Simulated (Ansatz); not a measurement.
Reaction (isomerisation): `F/C=C\CF` → `F[C@H]1C[C@@H]1F`

Gas-phase electronic energies from Ansatz, PBE0-D4/def2-TZVP geometries. CCSD(T)/CBS adds triple-zeta CCSD(T) − MP2 to the extrapolated MP2 energy (def2 sets, frozen cores). This one scheme is used for every species. DFT in def2-TZVPP. B3LYP here is the variant with VWN-RPA as its local correlation; programs differ in this. One conformer a species, not always the lowest.

CCSD(T)/CBS gives +0.45 eV.

(1) Another level gave +0.41 eV. Which?
A. CAM-B3LYP/def2-TZVPP
B. B3LYP-D4/def2-TZVPP
C. r2SCAN/def2-TZVPP
D. LDA (SPW92)/def2-TZVPP

Largest T1 diagnostic among the species: 0.012.

Results:

(1) A. CAM-B3LYP 0.41, LDA (SPW92) 0.19, r2SCAN 0.36, B3LYP-D4 0.50 eV.

From r2SCAN to r2SCAN0 (25 % exact exchange), in def2-TZVPP and without D4, ΔE moves by −0.07 eV. Leaving LDA and LC-ωPBE aside and taking each functional with its dispersion term where it has one, the values, not all of them listed here, spread over 0.32 eV, from PBE-QIDH to BLYP-D4. LDA lies −0.16 eV from PBE without D4. At CCSD(T), def2-SVP lies −0.08 eV from the extrapolated value and def2-TZVPP −0.01 eV.
